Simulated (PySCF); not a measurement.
**Simulated absorption spectrum**

Species: 3-pyrroline, C₄H₇N.
Structure used (PBE0-D3(BJ)/def2-SVP), in Å, numbered top down from 1:
```xyz
12
C4H7N angstrom
C     -0.804    0.728   -0.574
C      0.484    1.045   -0.428
C      1.218   -0.099    0.225
N      0.170   -1.009    0.690
C     -1.053   -0.657   -0.033
H     -1.565    1.339   -1.066
H      0.965    1.961   -0.778
H      1.874    0.211    1.056
H      1.880   -0.594   -0.515
H      0.014   -0.832    1.678
H     -1.241   -1.361   -0.870
H     -1.938   -0.726    0.622
```

Computed, not measured: PySCF, TDDFT PBE0/def2-SVPD, vertical, gas phase, core orbitals frozen in the response.

Each state is given a Gaussian of 0.3 eV full width at half maximum, with ε(max) = 2.175×10⁸ f / Δν̃ (Δν̃ the width in cm⁻¹). The width is an assumption, not a result. The curve ends short of the highest state used, and states not computed would add to its high-energy end.

```json
{"E (eV)": "5.19", "ε (L mol⁻¹ cm⁻¹)": "3"}
{"E (eV)": "5.25", "ε (L mol⁻¹ cm⁻¹)": "13"}
{"E (eV)": "5.31", "ε (L mol⁻¹ cm⁻¹)": "48"}
{"E (eV)": "5.38", "ε (L mol⁻¹ cm⁻¹)": "171"}
{"E (eV)": "5.44", "ε (L mol⁻¹ cm⁻¹)": "401"}
{"E (eV)": "5.50", "ε (L mol⁻¹ cm⁻¹)": "753"}
{"E (eV)": "5.56", "ε (L mol⁻¹ cm⁻¹)": "1134"}
{"E (eV)": "5.62", "ε (L mol⁻¹ cm⁻¹)": "1369"}
{"E (eV)": "5.68", "ε (L mol⁻¹ cm⁻¹)": "1334"}
{"E (eV)": "5.75", "ε (L mol⁻¹ cm⁻¹)": "1016"}
{"E (eV)": "5.81", "ε (L mol⁻¹ cm⁻¹)": "717"}
{"E (eV)": "5.87", "ε (L mol⁻¹ cm⁻¹)": "558"}
{"E (eV)": "5.93", "ε (L mol⁻¹ cm⁻¹)": "548"}
{"E (eV)": "5.99", "ε (L mol⁻¹ cm⁻¹)": "584"}
{"E (eV)": "6.06", "ε (L mol⁻¹ cm⁻¹)": "544"}
{"E (eV)": "6.12", "ε (L mol⁻¹ cm⁻¹)": "415"}
{"E (eV)": "6.18", "ε (L mol⁻¹ cm⁻¹)": "256"}
{"E (eV)": "6.24", "ε (L mol⁻¹ cm⁻¹)": "126"}
{"E (eV)": "6.30", "ε (L mol⁻¹ cm⁻¹)": "51"}
{"E (eV)": "6.36", "ε (L mol⁻¹ cm⁻¹)": "20"}
{"E (eV)": "6.43", "ε (L mol⁻¹ cm⁻¹)": "22"}
{"E (eV)": "6.49", "ε (L mol⁻¹ cm⁻¹)": "49"}
{"E (eV)": "6.55", "ε (L mol⁻¹ cm⁻¹)": "107"}
{"E (eV)": "6.61", "ε (L mol⁻¹ cm⁻¹)": "208"}
{"E (eV)": "6.67", "ε (L mol⁻¹ cm⁻¹)": "415"}
{"E (eV)": "6.73", "ε (L mol⁻¹ cm⁻¹)": "946"}
{"E (eV)": "6.80", "ε (L mol⁻¹ cm⁻¹)": "2643"}
{"E (eV)": "6.86", "ε (L mol⁻¹ cm⁻¹)": "5747"}
{"E (eV)": "6.92", "ε (L mol⁻¹ cm⁻¹)": "10490"}
{"E (eV)": "6.98", "ε (L mol⁻¹ cm⁻¹)": "15683"}
{"E (eV)": "7.04", "ε (L mol⁻¹ cm⁻¹)": "19094"}
{"E (eV)": "7.11", "ε (L mol⁻¹ cm⁻¹)": "18604"}
{"E (eV)": "7.17", "ε (L mol⁻¹ cm⁻¹)": "14854"}
{"E (eV)": "7.23", "ε (L mol⁻¹ cm⁻¹)": "10288"}
{"E (eV)": "7.29", "ε (L mol⁻¹ cm⁻¹)": "6898"}
{"E (eV)": "7.35", "ε (L mol⁻¹ cm⁻¹)": "5278"}
```

(1) Locate the maxima and give the states behind the curve.

(2) On this curve, what absorbance would a 10⁻⁵ mol/L sample give at 193 nm over a 1 cm path?

(3) Coming from long wavelengths, where does ε first pass 100 L mol⁻¹ cm⁻¹?

Answers

(1) 220 nm (5.64 eV), ε about 1400, made up of S1 (99%); 207 nm (6.00 eV), ε about 590, made up of S2 (96%); 175 nm (7.07 eV), ε about 20000, made up of S4 (30%) and S5 (67%) (ε in L mol⁻¹ cm⁻¹; maxima over ε = 5, shares over 10%). The states used: S1 5.64 eV (f 0.015); S2 6.02 eV (f 0.0063); S3 6.72 eV (f 0.0026); S4 7.03 eV (f 0.069); S5 7.08 eV (f 0.147); S6 7.25 eV (f 0.013); S7 7.46 eV (f 0.044); S8 7.68 eV (f 0.0013); S9 7.78 eV (f 0.016); S10 7.95 eV (f 0.0070).

(2) 193 nm is 6.424 eV, where ε is about 20 L mol⁻¹ cm⁻¹, so A = ε c l ≈ 0.0002 (Beer–Lambert, with the gas-phase spectrum and the assumed width).

(3) At about 232 nm (5.35 eV), 0.29 eV below S1.

The vertical ionisation energy (ΔSCF) is 8.72 eV, 0.77 eV above S10.

One conformer stands for the species.
